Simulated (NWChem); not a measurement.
**Correlation energy of hydrogen isocyanide (CHN)**

SMILES: [NH+]#[C-]
```xyz
3

C      0.0000     0.0000     0.7490
N      0.0000     0.0000    -0.4352
H      0.0000     0.0000    -1.4477
```
Charge 0, spin multiplicity 1.

All runs are NWChem calculations. The geometry was optimised at PBE/def2-SVP, a minimum by its harmonic frequencies.

Basis set: def2-TZVP. Each correlation energy counts from its own Hartree-Fock reference.

The correlated methods keep 2 core orbitals frozen. Coupled-cluster values serve here as a point of comparison, not as the truth.

```json
[
 {"method": "MP2", "correlation energy (mHa)": "…"},
 {"method": "SCS-MP2", "correlation energy (mHa)": "…"},
 {"method": "CR-CCSD[T]", "correlation energy (mHa)": "-355.5"},
 {"method": "CR-CCSD(T)", "correlation energy (mHa)": "-354.6"},
 {"method": "CCSD", "correlation energy (mHa)": "-340.5"},
 {"method": "CCSD+T(CCSD)", "correlation energy (mHa)": "-359.0"},
 {"method": "CCSD(T)", "correlation energy (mHa)": "-358.0"}
]
```

**Question.** What belongs in the gaps?

**Answer.** 
- MP2, correlation energy (mHa): -331.2
- SCS-MP2, correlation energy (mHa): -327.3
